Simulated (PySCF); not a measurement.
Cartesian coordinates in Å; atom numbers follow the order of the lines, from 1:
```xyz
10

C    -0.4016   -1.0773   -0.1876
C     0.9332   -0.5674   -0.4205
C     1.0660    0.7582   -0.1984
P    -0.5439    1.4808    0.1013
C    -1.2904   -0.1421    0.2121
H    -0.6514   -2.1229   -0.3312
H     1.7447   -1.2075   -0.7490
H     1.9783    1.3231   -0.3298
H    -0.4493    1.8578    1.4651
H    -2.3358   -0.3251    0.4182
```

Equivalent nuclei averaged, no relativistic terms, no solvent, single conformer. PBE0-D3(BJ)/def2-TZVP structure; σ from GIAO-B97-2/pcSseg-2; PySCF 2.14.0 with density-fitted response routines.

References, each an isolated molecule treated in the same way: 13C (σ = 185.38 ppm), 1H (σ = 31.64 ppm) against TMS; H3PO4 for 31P (σ = 317.21 ppm).

| atoms | nucleus | count | δ (ppm) |
| --- | --- | --- | --- |
| P4 | 31P | 1 | -52.2 |
| C1/C2 | 13C | 2 | 147.2 |
| C3/C5 | 13C | 2 | ? |
| H9 | 1H | 1 | ? |
| H8/H10 | 1H | 2 | 7.17 |
| H6/H7 | 1H | 2 | 7.54 |

Problem. Fill in the missing shifts.

Solution. 
- C3/C5: 139.8 ppm, unsaturated ring CH
- H9: 5.57 ppm, hydrogen on a ring phosphorus

Shifts are as computed. Against solution values, carbons near 30 ppm lie about +3 ppm off and those near 130 ppm about +7 ppm. Of 1211 compounds with measured shifts, 218 miss one by over three times the rms of a fit or turn the order of signals round; such compounds aren't used in these exercises. Experimental scales use liquid or dissolved standards, which lie at an offset from isolated H3PO4.
